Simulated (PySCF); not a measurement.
Compound: C4H5N.
SMILES with atom numbers: `[cH:1]1[cH:2][cH:3][nH:4][cH:5]1` (hydrogens: H6 on C1; H7 on C2; H8 on C3; H9 on N4; H10 on C5)

Geometry (PBE0-D3(BJ)/def2-TZVP, Å), atoms numbered from 1 in this order:
```xyz
10
C4H5N angstrom
C      0.402    1.107   -0.085
C     -0.893    0.706    0.330
C     -0.936   -0.663    0.268
N      0.282   -1.097   -0.165
C      1.105   -0.032   -0.383
H      0.777    2.115   -0.156
H     -1.702    1.349    0.638
H     -1.729   -1.357    0.498
H      0.535   -2.058   -0.303
H      2.117   -0.168   -0.731
```

Level: wB97X-D/pcSseg-2 in PySCF, non-relativistic, on one gas-phase PBE0-D3(BJ)/def2-TZVP geometry that isn't relaxed in the solvent. The solvent is an IEF-PCM continuum (van der Waals radii × 1.2). Only the electrostatic response of the medium enters.

Gas phase at wB97X-D/pcSseg-2: HOMO -7.94 eV, LUMO 2.22 eV, dipole 1.96 D.

Task: What does the continuum do to the energy, the frontier levels and the dipole at wB97X-D/pcSseg-2 in chloroform?

Result: 
| solvent | ε | E(solvent) − E(gas) (kcal/mol) | polarisation term (kcal/mol) | distortion of the solute (kcal/mol) | HOMO (eV) | LUMO (eV) | dipole (D) |
| --- | --- | --- | --- | --- | --- | --- | --- |
| chloroform | 4.711 | -3.96 | -4.43 | 0.47 | -8.00 | 2.57 | 2.47 |

Polarisation term: ½ Σ q·V over the induced surface charges. Distortion: the rise of the solute's own energy as its density leaves the gas-phase optimum.

Task: Which radius a makes the point-dipole formula ΔE = −[(ε − 1)/(2ε + 1)]·μ²/a³ give the value in chloroform, with the gas-phase dipole?

Result: μ = 0.770 au and |ΔE| = 0.00632 Eh give a = 1.70 Å; the farthest nucleus lies 2.27 Å from the centroid of the nuclei, so such a sphere wouldn't even hold the nuclei. The formula assumes a rigid point dipole at the centre of a sphere.

Task: Give the dipole vector in the frame of the coordinates (D, pointing from negative to positive charge), gas and chloroform.

Result: Gas (0.49, -1.87, -0.27), solvent (0.62, -2.36, -0.34). Its length changes by +26 % and its direction by less than 1°.

Note: wB97X-D ran without an empirical dispersion term, which enters the total energy and its gradient alone.
